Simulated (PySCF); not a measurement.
**Spin-rotation constants: `C#P`, CHP**

Molfile (atoms numbered from 1):
```
CHP
     RDKit          3D

  3  2  0  0  0  0  0  0  0  0999 V2000
   -0.1471    0.0504   -0.0132 C   0  0  0  0  0  0  0  0  0  0  0  0
    1.3783    0.2442    0.0770 P   0  0  0  0  0  0  0  0  0  0  0  0
   -1.2204   -0.0859   -0.0766 H   0  0  0  0  0  0  0  0  0  0  0  0
  1  2  3  0
  1  3  1  0
M  END
```

Method used: GIAO B3LYP/aug-cc-pVTZ magnetisability, rotational g tensor and spin-rotation constants, non-relativistic, gas phase in PySCF 2.14.0. Geometry: PBE0-D3(BJ)/def2-SVP.

(1) Give the nuclear spin-rotation constants along the inertial axes (H = +C I·J) beside the isotropic shieldings.

Results:

(1) Rotational constants –, 20.0054, 20.0054 GHz. A star marks the isotopologue with that one atom substituted, in its own axes.
```csv
atom,isotope,Caa (kHz),Cbb (kHz),Ccc (kHz),mean (kHz),σ (ppm)
P2,31P,–,45.961,45.961,45.961,339.8
H3,1H,–,-1.999,-1.999,-1.999,29.4
C1,13C*,–,10.674,10.674,10.674,18.9
```
For the geometry as given, no vibrational averaging.
